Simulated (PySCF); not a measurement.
## How well do the runs reproduce experiment for sulfuryl fluoride?

**Experimental background.**

NIST CCCBDB Release 22 (SRD 101), experimental dipoles lists, for the gas: dipole moment (microwave Stark effect) 1.12 D.

How close the calculation comes is told at the end.

Species: sulfuryl fluoride, F₂O₂S.
Atom-mapped SMILES: `[O:1]=[S:2](=[O:3])([F:4])[F:5]`

Geometry (PBE0-D3(BJ)/def2-TZVP, Å), atoms numbered from 1 in this order:
```xyz
5
F2O2S angstrom
O      0.8398   -0.5350   -1.1127
S      0.1366   -0.0852    0.0164
O      0.5325   -0.2991    1.3465
F     -1.3300   -0.5316   -0.1237
F     -0.1460    1.4169   -0.1645
```

The PySCF runs (gas phase, on this PBE0-D3(BJ)/def2-TZVP geometry; no spin–orbit coupling):

```
                              level                                                                                                                            job  basis functions
PBE0-D3(BJ)/def2-TZVP, grid level 2                                                                   geometry optimisation from a GFN2-xTB start shaken at random              161
                      PBE0/pcSseg-2                                                     shieldings, charges and field gradients, density and orbital grids written              187
              CAM-B3LYP/aug-cc-pVTZ                                                             10 singlets by full TDDFT, 4 Tamm–Dancoff triplets, polarisability              234
                   PBE0/aug-cc-pVTZ  10 singlets by full TDDFT, 4 Tamm–Dancoff triplets, polarisability, dynamic polarisability, density and orbital grids written              234
                wB97X-D/aug-cc-pVTZ                                                  10 singlets by full TDDFT, 4 Tamm–Dancoff triplets, polarisability, ΔSCF ions              234
```

Results beside the measurements:

**Dipole moment.** Measured: 1.12 D (NIST CCCBDB Release 22 (SRD 101), experimental dipoles).

```
                level  computed (D)  computed − measured (D)  % (from the printed values)
PBE0-D3(BJ)/def2-TZVP          1.14                    +0.02                           +2
        PBE0/pcSseg-2          1.13                    +0.01                           +1
CAM-B3LYP/aug-cc-pVTZ          1.14                    +0.02                           +2
     PBE0/aug-cc-pVTZ          1.12                     0.00                            0
  wB97X-D/aug-cc-pVTZ          1.16                    +0.04                           +4
```

Closest is PBE0/aug-cc-pVTZ (0.00 D), furthest wB97X-D/aug-cc-pVTZ (+0.04 D); one molecule doesn't rank methods. The computed dipoles belong to one fixed geometry; measured ones are averaged over vibrations unless marked μe. Magnitudes are compared, not signs.

No measured geometry was used, and the causes of the misses weren't examined.
